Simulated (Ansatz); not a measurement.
A nudged elastic band was laid between two geometries of CH$_{4}$BF (7 atoms, charge 0, multiplicity 1).

These are results of Ansatz, RKS PBE/def2-SVP, not measurements.

```
movable images  : 5
climbing image  : yes
spring          : 5.0 eV/Å²
optimiser       : quadratic models (default)
start path      : through a guess of the saddle point
force threshold : 0.05 eV/Å
iteration limit : 60
end points      : relaxed
```

Initial state:

```xyz
7
Properties=species:S:1:pos:R:3
B 0.454 0.011 0.040
C 0.790 -0.018 1.566
H -0.078 -0.216 2.223
H 1.583 -0.772 1.765
H 1.245 0.956 1.853
H 1.297 0.172 -0.831
F -0.805 -0.133 -0.387
```

Final state:

```xyz
7
Properties=species:S:1:pos:R:3
B -0.609 0.445 -1.488
C 1.297 -0.147 1.642
H 0.351 -0.685 1.839
H 2.046 -0.429 2.406
H 1.118 0.943 1.688
H 1.676 -0.418 0.639
F -1.393 0.291 -0.495
```

Q: Which bonds break or form, and what moves?

A: Bonds broken: B1–C2, B1–H6. Bonds formed: C2–H6. CH4BF becomes BF + CH4.

Q: Give the energies along the band, and the barrier.

A: The run converged. The highest image is number 3 of 0 to 6, 4.21 eV above the first end and 1.73 eV above the last; the last end lies 2.48 eV above the first. Neighbouring images differ by up to 3.2 eV, so the band resolves the path poorly. A vibrational analysis at the climbing image gives one clearly imaginary mode, 1403i cm⁻¹: a first-order saddle point. The orbitals stay closed-shell, which can raise the energy where a bond breaks towards radicals; this wasn't checked here.

```json
{"image": "0", "path coordinate (Å)": "0.00", "energy (eV)": "0.00", "B1–C2 (Å)": "1.56", "B1–H6 (Å)": "1.22", "C2–H6 (Å)": "2.46"}
{"image": "1", "path coordinate (Å)": "0.70", "energy (eV)": "0.01", "B1–C2 (Å)": "1.56", "B1–H6 (Å)": "1.22", "C2–H6 (Å)": "2.47"}
{"image": "2", "path coordinate (Å)": "1.39", "energy (eV)": "0.99", "B1–C2 (Å)": "1.59", "B1–H6 (Å)": "1.17", "C2–H6 (Å)": "2.04"}
{"image": "3", "path coordinate (Å)": "2.09", "energy (eV)": "4.21", "B1–C2 (Å)": "2.05", "B1–H6 (Å)": "1.24", "C2–H6 (Å)": "1.54"}
{"image": "4", "path coordinate (Å)": "2.79", "energy (eV)": "2.78", "B1–C2 (Å)": "2.62", "B1–H6 (Å)": "1.82", "C2–H6 (Å)": "1.14"}
{"image": "5", "path coordinate (Å)": "3.49", "energy (eV)": "2.50", "B1–C2 (Å)": "3.28", "B1–H6 (Å)": "2.56", "C2–H6 (Å)": "1.11"}
{"image": "6", "path coordinate (Å)": "4.19", "energy (eV)": "2.48", "B1–C2 (Å)": "3.71", "B1–H6 (Å)": "3.24", "C2–H6 (Å)": "1.11"}
```

Q: What is the geometry of the highest image?

A: 
```xyz
7
Properties=species:S:1:pos:R:3
B 0.244 -0.052 -0.449
C 0.949 -0.036 1.476
H 0.122 -0.616 1.931
H 1.934 -0.406 1.821
H 0.847 1.053 1.653
H 1.318 -0.436 0.034
F -0.928 0.492 -0.236
```

Time of the run: 110 s on 1 thread of Arm Neoverse V1 (shared host), peak memory 0.1 GiB.
